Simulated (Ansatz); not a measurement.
Spin states of LiF2⁻, each relaxed with r2SCAN-D4/def2-TZVPD in Ansatz. Electronic energies in the gas phase.

B3LYP takes the VWN-RPA correlation. Correlated methods freeze 2 core orbitals; core or outer-core shells of Li are correlated, in sets that lack core-valence functions. In CCSD on the charge -1 triplet the largest single amplitude is 0.28, so its Hartree–Fock determinant may place the open shell otherwise than the density functionals do. In the triplet, F2 and F3 lie 1.99 Å apart (atoms count from 1), so these atoms are partly bonded to each other. In the quintet geometry the species has come apart into loosely held pieces. The structure comes from a short search, and lower isomers may exist.

Singlet geometry (D∞h within 0.1 Å):

```tsv
atom	x (Å)	y (Å)	z (Å)
Li1	0.000	0.000	0.000
F2	1.587	0.594	-0.012
F3	-1.587	-0.594	0.012
```

Triplet geometry (C2v within 0.1 Å):

Cartesian coordinates in Å:
```
Li -0.8274 0.5403 -0.1350
F -0.1417 -1.0575 0.3205
F 0.9691 0.5172 -0.1855
```

Quintet geometry (D∞h within 0.1 Å):

```xyz
3

Li   -0.0002    0.0001    0.0000
F     1.8511    2.6034   -2.1059
F    -1.8510   -2.6035    2.1059
```

⟨S²⟩: triplet 2.01 at PBE0-D4/def2-TZVPD (pure 2.00), quintet 6.00 at PBE0-D4/def2-TZVPD (pure 6.00).

Run but left out: HF/6-31G, HF/def2-TZVPD, HF/def2-TZVPPD, MP2/def2-TZVPD, MP2/def2-TZVPPD (triplet: a determinant that CCSD turns far, T1 0.061); GFN2-xTB (tight binding far off the other levels).

Only these spin states were relaxed. The quintet has fallen apart into loose fragments. The quintet has other bonds than the singlet, so the gap mixes isomer and spin.

```csv
level,triplet − singlet (kcal/mol),quintet − singlet (kcal/mol),lowest of these,remarks
PBE-D4/def2-TZVPD,103.9,294.7,singlet,"HOMO above zero (quintet), HOMO above zero (triplet)"
revPBE-D4/def2-TZVPD,102.6,285.9,singlet,"HOMO above zero (quintet), HOMO above zero (triplet)"
BLYP-D4/def2-TZVPD,107.4,301.4,singlet,"HOMO above zero (quintet), HOMO above zero (triplet)"
r2SCANh-D4/def2-TZVPD,106.2,281.0,singlet,"HOMO above zero (quintet), HOMO above zero (triplet)"
B3LYP-D4/6-31G,95.4,276.3,singlet,"HOMO above zero (quintet), HOMO above zero (triplet)"
PBE0-D4/def2-TZVPD,108.1,280.2,singlet,"HOMO above zero (quintet), HOMO above zero (triplet)"
r2SCAN0-D4/def2-TZVPD,109.2,275.0,singlet,"HOMO above zero (quintet), HOMO above zero (triplet)"
CCSD/def2-TZVPPD,122.7,280.9,singlet,"HOMO above zero (quintet), large T1 (0.061) (triplet)"
```

Change of the quintet − singlet gap on mixing in exact exchange, in kcal/mol: PBE to PBE0 (25 % exact exchange) -14.5.
